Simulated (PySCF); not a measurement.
**Continuum solvent and chemical shifts**

Atoms are numbered as in `[cH:1]1[n:2][nH:3][cH:4][p:5]1`. Hydrogens are named by the atom that carries them.

GIAO PBE0/pcSseg-1 in PySCF 2.14.0 with density-fitted response routines on one PBE0-D3(BJ)/def2-SVP conformer, non-relativistic, equivalent nuclei averaged. Solvents enter as an IEF-PCM continuum (cyclohexane with ε = 2.0, chloroform with ε = 4.7, methanol with ε = 32.6) around the gas-phase geometry. Shifts are referred to TMS, PH3 computed in the same medium.

In cyclohexane, δ in ppm: C1 169.6, C4 162.9, P5 365.9, H(N3) 10.45, H(C1) 8.81, H(C4) 8.80. Dipole moment 2.76 D.

Question: How does each δ change in the more polar media?

Answer: 
```json
{"atoms": "C1", "environment": "aromatic CH next to a ring nitrogen", "Δδ, chloroform": "+0.6", "Δδ, methanol": "+1.1"}
{"atoms": "C4", "environment": "aromatic CH next to a ring nitrogen", "Δδ, chloroform": "+1.9", "Δδ, methanol": "+3.5"}
{"atoms": "P5", "environment": "phosphorus bonded to 2 C, in a 5-membered ring", "Δδ, chloroform": "-2.9", "Δδ, methanol": "-5.5"}
{"atoms": "H(N3)", "environment": "hydrogen on a pyrrole-type ring nitrogen", "Δδ, chloroform": "+0.26", "Δδ, methanol": "+0.48"}
{"atoms": "H(C1)", "environment": "hydrogen on an aromatic CH next to a ring nitrogen", "Δδ, chloroform": "+0.03", "Δδ, methanol": "+0.05"}
{"atoms": "H(C4)", "environment": "hydrogen on an aromatic CH next to a ring nitrogen", "Δδ, chloroform": "+0.17", "Δδ, methanol": "+0.32"}
```

Changes are relative to cyclohexane. The dipole moment becomes 3.05 D in chloroform, 3.31 D in methanol.

Question: Which nuclei move most (in ppm), and what does the model miss?

Answer: P5 (phosphorus bonded to 2 C, in a 5-membered ring, -5.5 ppm) in methanol. A continuum only polarises the solute; specific hydrogen bonds, the anisotropy of aromatic solvents and changes of geometry or conformer are outside it.
